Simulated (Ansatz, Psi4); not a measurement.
## NClO (nitrosyl chloride): the vertical ionisation energy from total energies

The species is NClO (3 atoms), meant as a singlet with charge 0. SMILES: `O=NCl`. The shape is that of a PBE0-D4/def2-TZVP optimisation.

```xyz
3

O     1.0001   -0.3383    0.5139
N     0.0520   -0.5996   -0.0358
Cl   -1.0521    0.9379   -0.4780
```

Both states at this one shape; open shells run unrestricted unless said. 1 Eh = 27.2114 eV.

| level | program | singlet NClO (Eh) | doublet NClO+ (Eh) |
| --- | --- | --- | --- |
| revPBE/cc-pVTZ | Psi4 | -590.059338 | -589.651538 |
| r2SCAN/cc-pVTZ | Psi4 | -590.073043 | -589.658690 |
| wB97M-V/STO-3G | Ansatz | -583.367226 | -583.005861 |

Task: Work out the vertical ionisation energy at each level.

Result: 
1. revPBE/cc-pVTZ: -589.651538 − (-590.059338) = 0.407800 Eh = 11.10 eV.
2. r2SCAN/cc-pVTZ: -589.658690 − (-590.073043) = 0.414353 Eh = 11.28 eV.
3. wB97M-V/STO-3G: -583.005861 − (-583.367226) = 0.361365 Eh = 9.83 eV.

No measured value is set beside it here; the levels span 9.83 to 11.28 eV. Minimal sets are far from the basis-set limit.
